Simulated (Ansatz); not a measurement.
The F⁻ ion.

Total charge -1; spin multiplicity 1.

Question: List the PBE/def2-TZVPPD orbital energies in eV (the Gaussian-basis code of Ansatz). (An estimate is asked.)

Answer: Ansatz gave: Occupied: -648.46, -16.73, 1.48, 1.48, 1.48. Lowest empty: 7.86, 7.86, 7.86, 8.57, 19.99, 19.99, 19.99, 19.99.
